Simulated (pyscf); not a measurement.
`[CH3][Ga]([CH3])[CH3]` + `[CH2]=[CH2]` → `[CH3][CH2][CH2][Ga]([CH3])[CH3]`, gas phase, singlet surface. Single points on ωB97X-D3(BJ)/def2-SVP structures (PySCF, gas phase). ΔG in kcal/mol from ωB97M-D3(BJ)/def2-TZVP energies (ideal gas, 1 atm, RRHO with modes under 100 cm⁻¹ raised to 100, one conformer, R ln 2 for chiral ones without a mode under 150 cm⁻¹).

```csv
T (K),ΔG
298,-7.9
600,+4.4
900,?
1200,+28.1
```

Fit a line to the three values, predict ΔG at 900 K, and estimate where the reaction turns unfavourable at 1 atm of each gas.

Least squares gives ΔG = -19.7 + 39.9 × T/1000 K, so ΔS is about -167 J/(mol K) and ΔH about -19.7 kcal/mol over this range (ΔH at 298 K: -20.0). At 900 K the line gives +16.2; the computed value is +16.3. ΔG = 0 falls near 490 K; 1 kcal/mol in the energy moves that by 25 K. This is thermodynamics alone and says nothing of the barrier. Elements up to Kr have no core potential and no relativistic terms here.
